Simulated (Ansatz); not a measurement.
**CH4ClSi: vertical and adiabatic energies of changing the electron count from a Python script**

A script is to give vertical and adiabatic energies of changing the electron count; the system is CH4ClSi. SMILES: [CH2][SiH2]Cl.

All numbers are computed with the Python package of Ansatz 0.2.0. Level of theory: PBE/cc-pVDZ.

## Step 1: Starting point

Bond lengths: C1–Si2 1.748 Å, Si2–Cl3 2.034 Å, C1–H4 1.056 Å, C1–H5 1.126 Å, Si2–H6 1.499 Å, Si2–H7 1.500 Å. Angles: C1–Si2–Cl3 101.3°, C1–Si2–H6 113.1°, C1–Si2–H7 112.0°, Cl3–Si2–H6 109.3°, Cl3–Si2–H7 109.1°, H6–Si2–H7 111.5°, Si2–C1–H4 120.4°, Si2–C1–H5 120.2°, H4–C1–H5 119.3°.

No structure file is read: the coordinates are typed or built in the script.

## Step 2: The script

Input file adiabatic_ch4clsi.py:

```python
"""How CH4ClSi relaxes after losing an electron."""

import itertools
import logging
import sys

import ansatz as az
from ase.data import atomic_numbers, covalent_radii
import numpy as np

logging.basicConfig(stream=sys.stdout, format="%(levelname)s:%(name)s:%(message)s")
log = logging.getLogger("calc")
log.setLevel(logging.INFO)

SETTINGS = {
    "basis": "cc-pVDZ",
    "functional": "pbe",
    "charge": 1,
}


def main() -> None:
    ch4clsi = (
        az.Crystal.molecule()
        .atom("C", (-0.9151, 0.0267, -0.5409))
        .atom("Si", (0.6532, 0.0816, 0.2301))
        .atom("Cl", (0.46, -1.3805, 1.6303))
        .atom("H", (-1.0691, -0.5729, -1.3964))
        .atom("H", (-1.7534, 0.6776, -0.1651))
        .atom("H", (0.928, 1.388, 0.9117))
        .atom("H", (1.7576, -0.2885, -0.7154))
    )

    calculation = (
        ch4clsi.calculation()
        .basis(gaussian=SETTINGS["basis"])
        .functional(SETTINGS["functional"])
        .spin("collinear", total=1)
        .accuracy("medium")
    )
    symbols = [site.symbol for site in ch4clsi.cartesian_sites]
    start = np.array([site.position_ang for site in ch4clsi.cartesian_sites], dtype=float)
    summary = calculation.relax(force_tolerance=0.01).run(threads=1, backend="cpu").report
    end = np.array(summary["positions_ang"])

    minimum = az.Crystal.molecule()
    for symbol, place in zip(symbols, end):
        minimum = minimum.atom(symbol, place.tolist())
    ion = (
        minimum.calculation()
        .basis(gaussian=SETTINGS["basis"])
        .functional(SETTINGS["functional"])
        .accuracy("medium")
        .charge(SETTINGS["charge"])
    )
    vertical = ion.run(threads=1, backend="cpu").report
    settled = ion.relax(force_tolerance=0.01, max_steps=80).run(threads=1, backend="cpu").report
    log.info(f"vertical ionisation energy   {vertical['free_energy_ev'] - summary['free_energy_ev']:.3f} eV")
    log.info(f"adiabatic, no zero point     {settled['free_energy_ev'] - summary['free_energy_ev']:.3f} eV")
    log.info(f"relaxation energy of the ion {vertical['free_energy_ev'] - settled['free_energy_ev']:.3f} eV")
    ionised = np.array(settled["positions_ang"])
    # pairs closer than 1.2 times the sum of covalent radii, before or after
    radius = [covalent_radii[atomic_numbers[s]] for s in symbols]
    span = lambda where, i, j: np.linalg.norm(where[i] - where[j])
    bonded = [(i, j) for i, j in itertools.combinations(range(len(symbols)), 2) if min(span(end, i, j), span(ionised, i, j)) < 1.2 * (radius[i] + radius[j])]
    log.info("pair        before    after (A)")
    for i, j in bonded:
        print(f"{symbols[i]}{i}-{symbols[j]}{j}".ljust(10), f"{span(end, i, j):8.4f} {span(ionised, i, j):8.4f}")


if __name__ == "__main__":
    main()
```

## Step 3: The calls as engine input

The engine receives this input (first run):

```yaml
crystal:
  periodic: [false, false, false]
  atoms:
    - { symbol: C, position_ang: [-0.9151, 0.0267, -0.5409] }
    - { symbol: Si, position_ang: [0.6532, 0.0816, 0.2301] }
    - { symbol: Cl, position_ang: [0.46, -1.3805, 1.6303] }
    - { symbol: H, position_ang: [-1.0691, -0.5729, -1.3964] }
    - { symbol: H, position_ang: [-1.7534, 0.6776, -0.1651] }
    - { symbol: H, position_ang: [0.928, 1.388, 0.9117] }
    - { symbol: H, position_ang: [1.7576, -0.2885, -0.7154] }
accuracy: medium
basis:
  gaussian:
    orbitals: cc-pVDZ
hamiltonian:
  xc: pbe
magnetization:
  spin_polarized: true
  initial_magnetization: 1.0
relax:
  f_tol: 0.01
```

## Step 4: Running it

On the command line:

```sh
$ python adiabatic_ch4clsi.py
```

**Question.** What results will this script give? Wanted: vertical ionisation energy; adiabatic ionisation energy, no zero point.

**Answer**, as computed:

| quantity | value |
| --- | --- |
| vertical ionisation energy | 9.554 eV |
| adiabatic ionisation energy, no zero point | 7.979 eV |
| runs compared | 3 |

**Reading.** The ionisation energy is a difference of two total energies at the neutral geometry; letting the ion relax lowers it by 1.58 eV. In CPU time, run 3 cost about 11 times as much as run 2. Run 1: The relaxation took 5 moves; the largest shift is 0.226 Å, of atom 3 (Cl). Run 3: The relaxation took 10 moves; the largest shift is 1.131 Å, of atom 3 (Cl). So large a move can change the bonding: the results belong to the relaxed structure. Caveats:
- These settings explore the input space; basis and method may be short of convergence.
- The energies are electronic: no zero-point or thermal terms, and the basis set is short of its limit. The product may relax into another structure.
- The species is open-shell (spin multiplicity 2).
